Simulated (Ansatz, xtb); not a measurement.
**C2H5N: which of two isomers lies lower**

Structure I: `[H]/N=C/C`, a singlet. Structure II: `C=CN`, a singlet. Both are isolated molecules in the gas phase, relaxed with B3LYP-D3(BJ)/6-311G**; the shapes shown needn't be the lowest conformers.

I (Å):

```json
{"atom": "C", "x (Å)": "1.2321", "y (Å)": "-1.0239", "z (Å)": "-1.6711"}
{"atom": "C", "x (Å)": "0.6561", "y (Å)": "0.0960", "z (Å)": "-2.4834"}
{"atom": "N", "x (Å)": "-0.3857", "y (Å)": "-0.0634", "z (Å)": "-3.1891"}
{"atom": "H", "x (Å)": "2.2635", "y (Å)": "-1.2289", "z (Å)": "-1.9775"}
{"atom": "H", "x (Å)": "0.6292", "y (Å)": "-1.9232", "z (Å)": "-1.7983"}
{"atom": "H", "x (Å)": "1.2632", "y (Å)": "-0.7517", "z (Å)": "-0.6107"}
{"atom": "H", "x (Å)": "1.1986", "y (Å)": "1.0511", "z (Å)": "-2.4205"}
{"atom": "H", "x (Å)": "-0.6302", "y (Å)": "0.8042", "z (Å)": "-3.6708"}
```

II (Å):

```xyz
8

C     0.8745   -1.4609   -1.7378
C     1.1516   -0.1934   -2.0570
N     0.2844    0.7279   -2.6363
H    -0.0834   -1.9153   -1.9686
H     1.6014   -2.0652   -1.2140
H     2.1204    0.2294   -1.8053
H    -0.5366    0.3302   -3.0715
H     0.7221    1.4255   -3.2193
```

Energies in hartree; the thermal terms are from B3LYP-D3(BJ)/6-311G** harmonic frequencies (ideal gas, rigid rotor, one conformer each, 1000 K, 1 atm) and include the zero-point energy:

```
                                I           II
E, CCSD(T)/def2-TZVPP  −133.724987  −133.718728
    zero-point energy     0.068322     0.068717
        H(1000 K) − E     0.099605     0.100911
        G(1000 K) − E    −0.042320    −0.042008
```

Q: Work out ΔE, ΔE₀, ΔH and ΔG for I → II in kcal/mol (1 Eh = 627.51 kcal/mol) and the equilibrium ratio [II]/[I].

A: 1. ΔE = −133.718728 − (−133.724987) = +0.006259 Eh = +3.93 kcal/mol.
2. ΔE₀ = ΔE + ΔZPE = +0.006259 + (+0.000395) Eh = +4.18 kcal/mol.
3. ΔH = ΔE + (+0.001306) Eh = +4.75 kcal/mol.
4. ΔG = ΔE + (+0.000312) Eh = +4.12 kcal/mol, so ΔS = (ΔH − ΔG)/T = +2.6 J/(mol K).
5. kT = 3.1668 mEh, so K = [II]/[I] = exp(−ΔG/kT) = exp(−2.07) ≈ 0.13.

Structure I is favoured at this temperature. An error of 1 kcal/mol in ΔG would change K by a factor of 1.7. Mirror images and further conformers aren't counted.

As drawn, II has 1 C=C, 1 C–N, 1 N–H in place of 1 C=N, 1 C–C, 1 C–H.

Other levels gave ΔE = +2.2 (GFN2-xTB); +10.4 (HF/STO-3G, GFN2-xTB geometries); +1.4 (r2SCAN-D4/def2-SVP, GFN2-xTB geometries); +2.7 (B3LYP-D3(BJ)/6-311G**); +3.8 (HF/def2-TZVPP); +3.2 (MP2/def2-TZVPP) kcal/mol. The correlated steps freeze 3 core orbitals. Programs: Ansatz 0.2.0, xtb 6.7.1.
